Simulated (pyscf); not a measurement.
H₃C–C(CH₃)(CH₃)–O–Ge(OH)(OH)–OH (SMILES CC(C)(C)[O][Ge]([OH])([OH])[OH]) → HO–Ge(OH)(OH)–OH (SMILES [OH][Ge]([OH])([OH])[OH]) + H₂C=C(CH₃)–CH₃ (SMILES C=C(C)C), an elimination (singlet surface; C–O, C–H broken, H–O formed). Structures and frequencies: ωB97X-D3(BJ)/def2-SVP in PySCF. Energies in eV from the reactant's lowest minimum found.

AM1 to PM7: differences of heats of formation from MOPAC, which are fitted to 298 K values and so differ in kind from electronic energies by zero-point and thermal terms. 

Q: Quick PM6 single points give ΔE‡ = 2.38 eV and ΔE = +0.85 eV. What does ωB97M-D3(BJ)/def2-TZVP give, and how far is the quick result from it?

A: ωB97M-D3(BJ)/def2-TZVP gives ΔE‡ = 2.50 eV and ΔE = +0.73 eV. PM6 lies 0.12 eV under it in the barrier and 0.12 eV over it in the reaction energy, so on this step it holds to within 0.13 eV. ωB97M-D3(BJ)/def2-TZVP has limits of its own. On the product side the descent ends in a complex, 0.30 eV under the separated species and 2.05 eV under the saddle at ωB97X-D3(BJ)/def2-TZVP. At ωB97X-D3(BJ)/def2-TZVP the barrier from the zero used here is 2.63 eV. One saddle was located; it need not be the lowest between these sides. In the def2 sets elements up to Kr have no core potential.
